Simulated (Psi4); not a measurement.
# SiNH2Cl (SMILES N[Si]Cl) at ACPF/DZVP (density fitting)

Aim: the energy change on altering one bond length of SiNH2Cl at ACPF/DZVP (density fitting), from 2 runs. 

The calculation is run with Psi4 1.11.

3 further runs of the same task are left out: 1 that didn't finish, 2 set aside as unsound or not needed.

## (1) The molecule

SiNH2Cl: 5 atoms, total charge 0, spin state singlet. As SMILES, `N[Si]Cl`. The shape is that of a PBE0-D4/def2-TZVP optimisation. This is one conformer, not always the lowest.

Bond lengths: N1–Si2 1.701 Å, Si2–Cl3 2.104 Å, N1–H4 1.009 Å, N1–H5 1.010 Å. Angles: N1–Si2–Cl3 98.2°, Si2–N1–H4 121.0°, Si2–N1–H5 126.0°, H4–N1–H5 113.0°.

## (2) The energy at ACPF/DZVP (density fitting)

Input file job.py:

```python
import psi4

psi4.set_memory('1600 MB')
psi4.set_num_threads(1)
psi4.core.set_output_file('run.log', False)

m = psi4.geometry("""
0 1
N     -0.28005741     1.10246622    -0.44200694
Si    -0.21958618    -0.64590839     2.25368738
Cl     1.22643225    -4.01472315     0.71299367
H     -0.89440737     2.90753262    -0.42972372
H      0.26191604     0.51135989    -2.17318504
units bohr
symmetry c1
""")

psi4.set_options({
    'basis': 'DZVP',
    'reference': 'rhf',
    'freeze_core': True,
})

energy_value = psi4.energy("acpf", molecule=m)
print(f'acpf energy: {energy_value:.10f} Eh')
for k, v in sorted(psi4.core.scalar_variables().items()):
    print(f'{k:45s} {v:18.10f}')
```

The run is started by

```
$ python job.py
```

run.log:

```text
[...]
  Running in c1 symmetry.
[...]
  Nuclear repulsion =  131.390318876394929
[...]
  Multiplicity = 1
[...]
  Nalpha       = 20
  Nbeta        = 20
[...]
    Number of basis functions: 54
[...]
   @RHF iter   1:  -803.88759773762354   -5.36687e-01   7.52022e-03 DIIS/ADIIS
[...]
   @RHF iter  12:  -803.97338303164486   -1.59162e-12   2.55342e-09 DIIS
[...]
    Orbital Energies [Eh]
    ---------------------
    Doubly Occupied:
       1A   -104.819064     2A    -68.852254     3A    -15.562256
       4A    -10.532857     5A     -8.012141     6A     -8.009907
       7A     -8.009657     8A     -6.180567     9A     -4.293013
      10A     -4.291906    11A     -4.291102    12A     -1.176020
      13A     -1.079750    14A     -0.710371    15A     -0.700316
      16A     -0.549016    17A     -0.483163    18A     -0.462423
      19A     -0.437445    20A     -0.357467
[...]
  @RHF Final Energy:  -803.97338303164486
   => Energetics <=
    Nuclear Repulsion Energy =            131.3903188763949288
    One-Electron Energy =               -1373.1060116991061477
    Two-Electron Energy =                 437.7423097910663046
    Total Energy =                       -803.9733830316448575
[...]
 Multipole Moments:
 ------------------------------------------------------------------------------------
     Multipole            Electronic (a.u.)      Nuclear  (a.u.)        Total (a.u.)
 ------------------------------------------------------------------------------------
 L = 1.  Multiply by 2.5417464519 to convert [e a0] to [Debye]
 Dipole X            :          0.8164690           -1.1210147           -0.3045457
 Dipole Y            :         -3.4044227            4.5469305            1.1425078
 Dipole Z            :          1.7096652           -2.1290867           -0.4194215
 Magnitude           :                                                    1.2545862
[...]
      * SCS-MP2 total energy:                 -804.328777118794
[...]
      * MP2 total energy:                     -804.336317473112
[...]
```

On the terminal:

```text
acpf energy: -804.3713055262 Eh
ACPF CORRELATION ENERGY                            -0.3979224946
ACPF DOUBLES ENERGY                                -0.3979224928
ACPF OPPOSITE-SPIN CORRELATION ENERGY              -0.3128682189
ACPF SAME-SPIN CORRELATION ENERGY                  -0.0850542739
ACPF SINGLES ENERGY                                 0.0000000000
ACPF TOTAL ENERGY                                -804.3713055262
CURRENT CORRELATION ENERGY                         -0.3979224946
CURRENT ENERGY                                   -804.3713055262
CURRENT REFERENCE ENERGY                         -803.9733830316
DD SOLVATION ENERGY                                 0.0000000000
HF KINETIC ENERGY                                 801.0604797033
HF POTENTIAL ENERGY                             -1605.0338627349
HF TOTAL ENERGY                                  -803.9733830316
HF VIRIAL RATIO                                     2.0036363089
MP2 CORRELATION ENERGY                             -0.3629344415
MP2 DOUBLES ENERGY                                 -0.3629344415
MP2 OPPOSITE-SPIN CORRELATION ENERGY               -0.2704799308
MP2 SAME-SPIN CORRELATION ENERGY                   -0.0924545107
MP2 SINGLES ENERGY                                  0.0000000000
MP2 TOTAL ENERGY                                 -804.3363174731
NUCLEAR REPULSION ENERGY                          131.3903188764
ONE-ELECTRON ENERGY                             -1373.1060116991
PCM POLARIZATION ENERGY                             0.0000000000
PE ENERGY                                           0.0000000000
SCF ITERATION ENERGY                             -803.9733830316
SCF ITERATIONS                                     12.0000000000
SCF TOTAL ENERGY                                 -803.9733830316
TWO-ELECTRON ENERGY                               437.7423097911
```

It took 2.2 s on 1 thread of Intel Xeon 6975P-C (Granite Rapids), shared host; peak memory 0.24 GiB.

## (3) The distorted shape, same level

Input file clh2nsi.sdf:

```

     RDKit          3D

  5  3  0  0  0  0  0  0  0  0999 V2000
   -0.3490    0.8024    0.4074 N   0  0  0  0  0  0  0  0  0  0  0  0
   -0.3170   -0.1228    1.8339 Si  0  0  0  0  0  3  0  0  0  0  0  0
    0.4482   -1.9055    1.0186 Cl  0  0  0  0  0  0  0  0  0  0  0  0
   -0.6741    1.7576    0.4139 H   0  0  0  0  0  0  0  0  0  0  0  0
    0.1386    0.2706   -1.1500 H   0  0  0  0  0 15  0  0  0  0  0  0
  2  1  2  0
  3  2  1  0
  4  1  1  0
M  CHG  2   2  -1   5   1
M  END
$$$$
```

Input file run.py:

```python
import numpy as np
from ase.calculators.psi4 import Psi4
from ase.io import read

a = read('clh2nsi.sdf')
calc = Psi4(atoms=a, method='acpf', basis='DZVP', memory='1600MB', num_threads=1, charge=0, multiplicity=1, label='clh2nsi', reference='rhf')
calc.psi4.set_options({'freeze_core': True})
a.calc = calc

print(f'energy: {a.get_potential_energy():.6f} eV')
```

The run is started by

```
$ python run.py
```

clh2nsi.dat:

```text
[...]
  Running in c1 symmetry.
[...]
  Nuclear repulsion =  128.982007803591898
[...]
  Multiplicity = 1
[...]
  Nalpha       = 20
  Nbeta        = 20
[...]
    Number of basis functions: 54
[...]
   @RHF iter   1:  -803.70254389149113   -7.13823e-01   8.42342e-03 ADIIS/DIIS
[...]
   @RHF iter  12:  -803.83059846302160   -4.77485e-12   9.67622e-09 DIIS
[...]
    Orbital Energies [Eh]
    ---------------------
    Doubly Occupied:
       1A   -104.818512     2A    -68.854880     3A    -15.597834
       4A    -10.532019     5A     -8.011309     6A     -8.009042
       7A     -8.008793     8A     -6.182629     9A     -4.294958
      10A     -4.294019    11A     -4.293257    12A     -1.127054
      13A     -1.073729    14A     -0.701279    15A     -0.563384
      16A     -0.517283    17A     -0.478375    18A     -0.452577
      19A     -0.429734    20A     -0.352511
[...]
  @RHF Final Energy:  -803.83059846302160
   => Energetics <=
    Nuclear Repulsion Energy =            128.9820078035918982
    One-Electron Energy =               -1368.4388538767848331
    Two-Electron Energy =                 435.6262476101713901
    Total Energy =                       -803.8305984630216017
[...]
 Multipole Moments:
 ------------------------------------------------------------------------------------
     Multipole            Electronic (a.u.)      Nuclear  (a.u.)        Total (a.u.)
 ------------------------------------------------------------------------------------
 L = 1.  Multiply by 2.5417464519 to convert [e a0] to [Debye]
 Dipole X            :          0.6775240           -0.9352783           -0.2577543
 Dipole Y            :         -3.3305131            4.3443594            1.0138463
 Dipole Z            :          2.2867150           -2.7222777           -0.4355627
 Magnitude           :                                                    1.1331533
[...]
      * SCS-MP2 total energy:                 -804.212121105851
[...]
      * MP2 total energy:                     -804.219358657142
[...]
```

On the terminal:

```text
energy: -21885.094487 eV
```

Run time: 2.4 s. Hardware: 1 thread of Intel Xeon 6975P-C (Granite Rapids), shared host; peak memory 0.25 GiB.

## (4) What came out

Level: ACPF/DZVP (density fitting), 11 core orbitals frozen.

```
                                                         quantity          value
                                        first shape: total energy  -804.37131 Eh
                 first shape: HOMO energy (Hartree–Fock orbitals)       -9.73 eV
                 first shape: LUMO energy (Hartree–Fock orbitals)        1.39 eV
               first shape: HOMO–LUMO gap (Hartree–Fock orbitals)       11.12 eV
        first shape: correlation energy (11 core orbitals frozen)     -397.9 mEh
                                    distorted shape: total energy  -804.26239 Eh
             distorted shape: HOMO energy (Hartree–Fock orbitals)       -9.59 eV
             distorted shape: LUMO energy (Hartree–Fock orbitals)        0.66 eV
           distorted shape: HOMO–LUMO gap (Hartree–Fock orbitals)       10.25 eV
    distorted shape: correlation energy (11 core orbitals frozen)     -431.8 mEh
energy change with the N1–H5 bond stretched from 1.010 to 1.716 Å       2.964 eV
```

**Reading.** One bond (distorted shape) is far stretched, which a spin-restricted single reference describes badly; a broken-symmetry solution may lie lower. With the N1–H5 bond stretched from 1.010 to 1.716 Å the energy rises by 2.96 eV (286 kJ/mol). The first shape isn't relaxed at this level, so the change isn't measured from a minimum. A restricted reference can't describe the breaking bond well at this length.
